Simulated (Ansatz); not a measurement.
C$_{2}$H$_{4}$Cl (charge -1), closed shell: a pair in one relaxed arrangement.

The input file, in.yaml:

```yaml
crystal:
  periodic: [false, false, false]
  atoms:
    - {symbol: Cl, position_ang: [-0.045381, -0.029629, -3.404079]}
    - {symbol: C, position_ang: [-0.247574, 0.429672, 1.007632]}
    - {symbol: C, position_ang: [0.261944, -0.418743, 0.125466]}
    - {symbol: H, position_ang: [-0.798220, 1.307921, 0.683141]}
    - {symbol: H, position_ang: [-0.139872, 0.288554, 2.080629]}
    - {symbol: H, position_ang: [0.811948, -1.294938, 0.462961]}
    - {symbol: H, position_ang: [0.157054, -0.282837, -0.955649]}
basis:
  gaussian: {orbitals: "def2-TZVPPD.json"}
total_charge: -1
hamiltonian: {xc: r2scan, dispersion: d4}
```

The basis file named in the input lies beside it (Basis Set Exchange, JSON).

Command:

```bash
ansatz run in.yaml --threads 2 --pin off --events-out ev --progress --plain --max-ram 5222MiB
```

What Ansatz 0.2.0 printed:

```
Functional definition: r2SCAN
  name "r2SCAN"
  cite "Furness, Kaplan, Ning, Perdew & Sun, J. Phys. Chem. Lett. 11, 8208 (2020) doi:10.1021/acs.jpclett.0c02405"
  cite "Furness, Kaplan, Ning, Perdew & Sun, J. Phys. Chem. Lett. 11, 9248 (2020) doi:10.1021/acs.jpclett.0c03077"
  parent r2scan
  parameter k0 = 0.174
  parameter k1 = 0.065
  parameter a1 = 4.9479
  exchange = r2scan_x(k0 = k0, k1 = k1, a1 = a1)
  correlation = r2scan_c
908 factors; their error is unknown
mean field evaluation 1: about -14659.4747 eV, gradient 3.2e1 eV
mean field evaluation 2: about -14658.2016 eV, gradient 3.9e1 eV
mean field evaluation 4: about -14662.0951 eV, gradient 8.3e-1 eV
mean field evaluation 8: about -14662.0973 eV, gradient 5.3e-2 eV
mean field evaluation 16: about -14662.0679 eV, gradient 7.7e-5 eV
mean field -14662.06790008 eV, -538.8210570215 hartree, gradient 2.3e-5 eV, S^2 0.000000; 0 other end points of the search recorded, 0 dependent functions left out
reference -14662.06791510 eV, -538.8210575732 hartree; 17, 17 occupied and 176, 176 virtual orbitals, 908 factors
Total energy: -14662.09295327 eV, -538.8219777090 hartree
```

The lines “mean field evaluation” count trial sets of orbitals through the whole run, from several starts and some on an approximate energy, so they need not fall steadily or lie above the final value.

The run took about 3 s on 2 CPU threads of an Arm Neoverse V2 (shared host).
